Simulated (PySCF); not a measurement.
Level of theory: PySCF 2.14.0 with TPSSh-D3(BJ)/def2-TZVP // PBE0-D3(BJ)/def2-TZVP. Isolated molecules, 0 K electronic values unless said otherwise. 

Reference species (SMILES): `Cl[C](Cl)Cl` (neutral, multiplicity 2).

```json
{
 "dipole_moment": "0.15 D"
}
```

Changed species: `[CH3]` (radical fragment; the reference has radical fragment).

Question: What does the change do to the dipole moment?

Answer: the dipole moment falls by 0.15 D, to 0.00 D.
